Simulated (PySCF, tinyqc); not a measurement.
Worked calculation: FCI on RHF in the sto-3g basis, frozen core, for HF, spin multiplicity 1. The lowest restricted solution is unstable here: a spin-polarised one lies 0.0995 hartree lower (PySCF). One step of it, computed by the program tinyqc.

Problem. FCI: determinants and Hamiltonian. Slater-Condon rules over spin orbitals, with the nuclear repulsion and the energy of the frozen orbital added and E(HF) subtracted on the diagonal. Only determinants linked to the reference directly or through others are kept (one block of an abelian symmetry group), so some states are absent.

one-electron integrals dressed by the frozen orbital, h + 2 (pq|11) - (p1|1q) (hartree), order 2, 3, 4, 5, 6:
```
[[-6.675197, 0.000000, 0.000000, 0.176291, 0.287171],
 [0.000000, -6.017311, 0.000000, 0.000000, 0.000000],
 [0.000000, 0.000000, -6.017311, 0.000000, 0.000000],
 [0.176291, 0.000000, 0.000000, -4.560191, 1.669386],
 [0.287171, 0.000000, 0.000000, 1.669386, -4.165327]]
```

energy of the frozen orbital, 2 h_11 + (11|11) = -75.29661461 hartree

Two-electron integrals over orbitals (pq|rs), unique and non-zero (hartree); the lowest 1 orbital is frozen and left out:
```
(22|22) 0.889744    (32|32) 0.193520    (33|22) 0.905362    (33|33) 0.997514
(42|42) 0.193520    (43|43) 0.053770    (44|22) 0.905362    (44|33) 0.889973
(44|44) 0.997514    (52|22) -0.037129   (52|33) -0.041773   (52|44) -0.041773
(52|52) 0.113132    (53|32) -0.014735   (53|53) 0.029585    (54|42) -0.014735
(54|54) 0.029585    (55|22) 0.633473    (55|33) 0.619906    (55|44) 0.619906
(55|52) -0.001540   (55|55) 0.611826    (62|22) -0.045878   (62|33) -0.046967
(62|44) -0.046967   (62|52) -0.091679   (62|55) -0.016376   (62|62) 0.091817
(63|32) -0.015494   (63|53) -0.025636   (63|63) 0.027156    (64|42) -0.015494
(64|54) -0.025636   (64|64) 0.027156    (65|22) -0.291089   (65|33) -0.288069
(65|44) -0.288069   (65|52) 0.051662    (65|55) -0.077884   (65|62) 0.017414
(65|65) 0.277415    (66|22) 0.599867    (66|33) 0.588111    (66|44) 0.588111
(66|52) 0.026567    (66|55) 0.607771    (66|62) -0.035999   (66|65) -0.034135
(66|66) 0.623238
```

nuclear repulsion = 2.90579310 hartree

Hartree-Fock energy = -98.36453635 hartree

Give: determinants; H - E(HF) between determinants.

Solution.

Occupation strings over the orbitals (2 doubly, a alpha, b beta, 0 empty; spin orbitals ordered 1a 1b 2a 2b ...): 222220 2222ab 2a222b 2222ba 2b222a 222202 2a22b2 222022 220222 2b22a2 202222

H - E(HF) between determinants (hartree), order 222220, 2222ab, 2a222b, 2222ba, 2b222a, 222202, 2a22b2, 222022, 220222, 2b22a2, 202222:
```
[[0.000, 0.000, 0.000, 0.000, 0.000, 0.277, -0.017, 0.027, 0.027, 0.017, 0.092],
 [0.000, 0.223, -0.009, -0.277, -0.017, 0.044, 0.052, 0.026, 0.026, -0.020, 0.092],
 [0.000, -0.009, 1.068, -0.017, -0.092, -0.052, -0.257, 0.015, 0.015, 0.092, 0.010],
 [0.000, -0.277, -0.017, 0.223, -0.009, -0.044, -0.020, -0.026, -0.026, 0.052, -0.092],
 [0.000, -0.017, -0.092, -0.009, 1.068, 0.052, 0.092, -0.015, -0.015, -0.257, -0.010],
 [0.277, 0.044, -0.052, -0.044, 0.052, 0.465, 0.037, 0.030, 0.030, -0.037, 0.113],
 [-0.017, 0.052, -0.257, -0.020, 0.092, 0.037, 1.340, 0.015, 0.015, -0.113, 0.073],
 [0.027, 0.026, 0.015, -0.026, -0.015, 0.030, 0.015, 0.613, 0.054, -0.015, 0.194],
 [0.027, 0.026, 0.015, -0.026, -0.015, 0.030, 0.015, 0.054, 0.613, -0.015, 0.194],
 [0.017, -0.020, 0.092, 0.052, -0.257, -0.037, -0.113, -0.015, -0.015, 1.340, -0.073],
 [0.092, 0.092, 0.010, -0.092, -0.010, 0.113, 0.073, 0.194, 0.194, -0.073, 2.449]]
```
